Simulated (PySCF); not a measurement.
Structure problem from calculated spectra and properties.

Elements present: C, F, H and O. Monoisotopic mass: 94.0230 u.

| Property | Result |
| --- | --- |
| 1H NMR | chemical shifts (computed TMS as zero) by class: 10.13 (1 H), 4.81 (1 H), 4.67 (1 H), 4.39 (1 H) ppm [GIAO CAM-B3LYP/pcSseg-2] |
| Rotational structure | rotational constants A, B, C: 4.381, 3.204, 2.211 GHz [PBE0-D3(BJ)/def2-SVP] |
| Dipole | 2.17 D [wB97X-D/def2-SVPD] |
| 13C NMR | chemical shifts (computed TMS as zero) by class: 218.2 (1 C), 102.1 (1 C), 88.0 (1 C) ppm [GIAO CAM-B3LYP/pcSseg-2] |
| Polarisability | 41.4 au [wB97X-D/def2-SVPD] |
| Triplet | lowest triplet excitation (Tamm–Dancoff): 3.72 eV [TDA wB97X-D/def2-SVPD] |
| NMR, other nuclei | isotropic shieldings of nuclei other than C and H, by class: -375 (1 O), 407 (1 F), 436 (1 F) ppm [GIAO CAM-B3LYP/pcSseg-2] |
| Couplings | largest of the computed one-bond spin–spin couplings (means over like bonds): 19F–13C -245.4, 19F–13C -244.2, 13C–1H +189.4, 13C–1H +160.3, 13C–1H +156.6, 13C–1H +153.9, 13C–13C +47.2, 13C–13C +43.2 Hz [B3LYP/pcJ-1, spin–dipole term left out for some pairs] |
| Valence photoelectron | vertical ionisation energy: 10.71 eV [ΔSCF wB97X-D/def2-SVPD] |
| UV, strongest line | among the 10 lowest singlet transitions: S10 at 9.64 eV (129 nm, f = 0.081) [TDDFT wB97X-D/def2-SVPD] |

The electronic properties come from PySCF, for the isolated species, density fitting. Levels stand in brackets. Geometry: PBE0-D3(BJ)/def2-SVP, one conformer, isolated molecule. NMR values are class means; diastereotopic atoms form classes of their own.

Question: Which formula fits the mass and the elements?

Answer: C3H4F2O (calculated 94.0230). No other formula that holds each of these elements comes within 0.0003 u with a fitting electron parity and a possible valence count.

Question: Propose a structure and show how it fits.

Answer: Numbering: `[O:1]=[CH:2][C@@H:3]([F:4])[CH2:5][F:6]`. Its formula, C3H4F2O, gives 1 degree of unsaturation: 0 rings and 1 π bond in the structure found. 3 carbons fall into 3 classes; from least to most shielded: aldehyde carbon [C2] (218.2 ppm), sp3 C–F carbon [C3] (102.1 ppm), sp3 C–F carbon [C5] (88.0 ppm). Hydrogen classes from least to most shielded: 1 H on an aldehyde carbon, C2 (10.13 ppm), 1 H on an sp3 C–F carbon, C5 (4.81 ppm), 1 H on an sp3 C–F carbon, C5 (4.67 ppm), 1 H on an sp3 C–F carbon, C3 (4.39 ppm). The other shieldings belong to: -375 ppm, aldehyde oxygen [O1]; 407 ppm, alkyl fluorine [F4]; 436 ppm, alkyl fluorine [F6]. The couplings run between: -245.4 Hz, alkyl fluorine [F4] and sp3 C–F carbon [C3]; -244.2 Hz, alkyl fluorine [F6] and sp3 C–F carbon [C5]; +189.4 Hz, aldehyde carbon [C2] and its hydrogen; +160.3 Hz, sp3 C–F carbon [C5] and its hydrogen; +156.6 Hz, sp3 C–F carbon [C5] and its hydrogen; +153.9 Hz, sp3 C–F carbon [C3] and its hydrogen; +47.2 Hz, aldehyde carbon [C2] and sp3 C–F carbon [C3]; +43.2 Hz, sp3 C–F carbon [C3] and sp3 C–F carbon [C5]. The first electron is taken from the HOMO, whose largest Löwdin shares are 0.56 on the aldehyde oxygen, 0.17 on the aldehyde carbon, 0.11 on an sp3 C–F carbon and 0.09 on the formyl hydrogen. The optimised geometry has point group C1 and is an asymmetric top. Structure: `O=C[C@@H](F)CF`. Computed isomers that give other values at the same levels: `FC(F)[C@@H]1CO1` (rotational constant A: 7.068 GHz; this holds for the one conformer computed); `FC[C@@H]1O[C@@H]1F` (rotational constant A: 6.823 GHz; this holds for the one conformer computed); `F/C=C/OCF` (13C chemical shifts (computed TMS as zero) by class: 147.7 (1 C), 147.0 (1 C), 105.8 (1 C) ppm). The assignments are read from this structure; whether some other isomer fits the data as well wasn't checked. The mirror image fits equally.

The values belong to the conformer `[O:1]=[CH:2][C@@H:3]([F:4])[CH2:5][F:6]`: O1–C2–C3–F4 177°, C2–C3–C5–F6 -55°.
